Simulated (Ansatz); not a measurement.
in.yaml

```yaml
crystal:
  periodic: [false, false, false]
  atoms:
    - {symbol: O, position_ang: [0.000000, 0.000000, 0.000000]}
    - {symbol: Ga, position_ang: [0.000000, 0.000000, 2.061000]}
basis:
  gaussian: {orbitals: cc-pVDZ}
total_charge: 1
correlation: {method: fci, electrons: outside_noble_gas}
```

```sh
$ ansatz run in.yaml --threads 2 --pin off --events-out ev --progress --plain --max-ram 16896MiB --backend cuda --devices 0, --max-vram 18GiB
```

The program prints:

```
743 factors; integrals over basis functions are off by at most 2.2e-7 eV
mean field evaluation 1: about -54331.7410 eV, gradient 9.5e1 eV
mean field evaluation 2: about -54331.8331 eV, gradient 9.4e1 eV
mean field evaluation 4: about -54346.3775 eV, gradient 5.3e1 eV
mean field evaluation 8: about -54358.7555 eV, gradient 1.2e0 eV
mean field evaluation 16: about -54358.7931 eV, gradient 4.7e-5 eV
mean field evaluation 32: about -54358.3276 eV, gradient 1.5e0 eV
mean field evaluation 64: about -54358.7108 eV, gradient 8.0e-1 eV
mean field evaluation 96: about -54341.2824 eV, gradient 1.7e1 eV
mean field evaluation 128: about -54358.2400 eV, gradient 8.3e-3 eV
mean field -54358.79307009 eV, -1997.6487996124 hartree, gradient 1.6e-6 eV, S^2 0.000000; 9 other end points of the search recorded, 0 dependent functions left out; unrestricted orbitals would lower it
mean field evaluation 160: about -54360.9968 eV, gradient 1.7e0 eV
determinant -54358.79307009 eV, -1997.6487996124 hartree, with singles and doubles -54364.77610699 eV, -1997.8686721632 hartree
determinant -54358.23999624 eV, -1997.6284745234 hartree, with singles and doubles -54363.49413053 eV, -1997.8215603971 hartree
unrestricted determinant -54361.04170304 eV, -1997.7314353492 hartree, S^2 1.0882
15 core orbitals not correlated: weight in the atoms' cores, before any rotation towards them, 0.910 or more for the frozen orbitals, at most 0.089 for the correlated occupied ones
reference -54358.79307009 eV, -1997.6487996124 hartree; 4, 4 occupied and 22, 22 virtual orbitals, 743 factors
state -54365.53381038 eV, -1997.8965172492 hartree
Total energy: -54365.53381038 eV, -1997.8965172492 hartree
```

Natural occupations: 1.9789 1.9402 1.9101 1.0059 0.9907 0.0539 0.0511 0.0164 0.0094 0.0094 0.0063 0.0049 0.0039 0.0037 0.0035 0.0031 0.0028 0.0015 0.0010 0.0007 0.0006 0.0005 0.0005 0.0004.

Ran on 2 threads of AMD EPYC 7R13 with a shared H100 80 GB, shared host: 16 s wall, 0.84 GiB peak host memory.
